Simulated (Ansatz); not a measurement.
Worked example: C3H5Cl + C3H8 → C3H6 + C3H7Cl

Species: C3H5Cl `C/C=C/Cl`, singlet; C3H8 (propane) `CCC`, singlet; C3H6 (propene) `C=CC`, singlet; C3H7Cl (2-chloropropane) `CC(C)Cl`, singlet. The partners trade Cl for H; both sit on C, so the bond types are kept.

Shapes, held fixed at every level: PBE0-D4/def2-TZVP. Programs: Ansatz 0.2.0. The zero-point and thermal change to 298 K, harmonic and unscaled (PBE0-D4/def2-TZVP), is -0.5 kJ/mol.

At CCSD(T)/CBS estimate; 1 Eh = 2625.50 kJ/mol:

| species | energy (Eh) |
| --- | --- |
| C3H5Cl | -576.923020 |
| C3H8 | -118.980509 |
| C3H6 | -117.746103 |
| C3H7Cl | -578.162311 |

Q: Work out ΔH(298 K) of the reaction at this level.

A: 
1. Products less reactants: (-117.746103) + (-578.162311) − [(-576.923020) + (-118.980509)] = -0.004885 Eh = -12.8 kJ/mol.
2. With the thermal change: -12.8 + (-0.5) = -13.3 kJ/mol.

Other levels give -13.8 (HF/def2-TZVPP) to -4.6 kJ/mol (SPW92/def2-TZVPP). No measured value is set beside it here. The CBS estimate extrapolates MP2 from def2-TZVPP and def2-QZVPP and adds CCSD(T) − MP2 in the triple-zeta set, cores frozen.
